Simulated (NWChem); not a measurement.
System: hydrogen isocyanide (CHN); SMILES [C-]#[NH+]

```xyz
3

C      0.0000     0.0000     0.7553
N      0.0000     0.0000    -0.4288
H      0.0000     0.0000    -1.4413
```
Atoms are numbered in this order, from 1.

All runs use the structure optimised with PBE-D3(BJ)/def2-SVP.

List the 6 lowest vertical singlet excitations from LRC-wPBEh/6-31+G* (spherical d), TDA (NWChem).


| state | energy (eV) | oscillator strength | leading excitation (squared amplitude) |
|---|---|---|---|
| S1 | 8.31 | 0.000 | HOMO−2 → LUMO+2 (0.42) |
| S2 | 8.44 | 0.168 | HOMO → LUMO+1 (0.73) |
| S3 | 8.44 | 0.168 | HOMO → LUMO+2 (0.73) |
| S4 | 8.68 | 0.000 | HOMO−2 → LUMO+1 (0.34) |
| S5 | 8.68 | 0.000 | HOMO−2 → LUMO+2 (0.34) |
| S6 | 8.87 | 0.012 | HOMO → LUMO (0.97) |
